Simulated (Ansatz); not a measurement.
Compare A (`FC1(S)CCO1`) with its isomer B (`CSC1(F)CO1`).

Program: Ansatz. Geometries: PBE0-D4/def2-TZVP. ΔE: electronic, gas phase. CCSD(T)/CBS is the MP2 limit (def2-TZVPP, def2-QZVPP) plus CCSD(T) − MP2 in def2-TZVPP, frozen cores. DFT in def2-TZVPP. B3LYP here is the variant with VWN-RPA as its local correlation; programs differ in this. One conformer a species, not always the lowest.

A:

Z-matrix (Å, degrees):
```
C
S 1 1.811
C 1 1.525 2 114.2
O 1 1.397 2 115.0 3 105.7
F 1 1.361 2 109.4 3 -130.6
H 2 1.343 1 94.4 3 -166.2
C 3 1.529 1 83.8 2 113.3
H 3 1.088 1 111.5 2 -132.5
H 3 1.088 1 116.5 2 -4.3
H 7 1.092 3 114.9 1 -108.1
H 7 1.091 3 117.0 1 120.2
```

B:

```xyz
11

C    -0.545   -1.824   -0.575
S     0.929   -0.937   -0.040
C     0.280    0.708   -0.091
F     0.004    1.136   -1.349
C     0.623    1.708    0.904
O    -0.676    1.095    0.826
H    -0.289   -2.883   -0.558
H    -0.822   -1.540   -1.590
H    -1.371   -1.643    0.113
H     1.213    1.434    1.773
H     0.653    2.746    0.588
```

(1) Which is lower in electronic energy at CCSD(T)/CBS, and by how much? (Best estimate.)

(2) Give E(B) − E(A) in kcal/mol with r2SCAN-D4, CCSD(T)/def2-SVP, MP2/def2-TZVPP, B2PLYP, B3LYP-D4, PBE-D4, BLYP-D4. (An estimate is asked.)

(3) Does the order hold for the free energy at 298.15 K (harmonic terms from PBE0-D4)? (An estimate is asked.)

Largest T1 diagnostic: 0.012.

Answers

(1) Computed: A, by 8.6 kcal/mol.

(2) Computed: r2SCAN-D4 6.5, CCSD(T)/def2-SVP 11.2, MP2/def2-TZVPP 7.8, B2PLYP 7.5, B3LYP-D4 7.4, PBE-D4 6.5, BLYP-D4 6.3. None reverses the order clearly.

(3) Computed: Yes: G(B) − G(A) = +8.3 kcal/mol, for one conformer each.

Leaving LDA and LC-ωPBE aside and taking each functional with its dispersion term where it has one, the values, not all of them listed here, spread over 2.8 kcal/mol, from revPBE-D4 to BHLYP-D4. LDA lies +3.6 kcal/mol from PBE without D4. At CCSD(T), def2-SVP lies +2.5 kcal/mol from the extrapolated value and def2-TZVPP +0.6 kcal/mol.
